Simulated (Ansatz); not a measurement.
A made-up structure of SiHS$_{2}$ (charge -1), singlet:

```xyz
4
angstrom
S -1.8149 -0.8088 0.0518
Si 0.0002 0.0151 -0.0075
S 1.7976 -0.5657 0.6319
H -2.8335 -1.2143 0.8565
```

It is relaxed with PBE-D4/def2-SVPD and then PBE0-D4/def2-TZVPD (Ansatz 0.2.0). Atoms count as bonded within 1.22 times the sum of their covalent radii (H–H: 0.88 Å). The end point is not checked to be a true minimum.

Question: Does its bonding change? (A judgement: the text doesn't fix the answer.)

Answer: By the calculation: No: no bond forms or breaks.

Where it ends: The first stage lowers the energy by 1.53 eV in 10 steps. It ends as SiHS₂ ([S][Si][SH]), total charge -1:
```
atom    x (Å)    y (Å)    z (Å)
  S1  -2.1281  -0.5090  -0.0468
 Si2   0.0174   0.1286  -0.3882
  S3   1.1327  -0.8551   0.9866
  H4  -1.8727  -1.3383   0.9811
```

Labels in which every atom is bracketed show which atoms are joined, not bond orders.

For scale, one of the runs: PBE0-D4/def2-TZVPD relaxation, 144 basis functions, launched by `ansatz run in.yaml --threads 2 --pin off --events-out ev --progress --plain --max-ram 4352MiB`. The run took about 18 s on 2 CPU threads of an Arm Neoverse V1 (shared host).
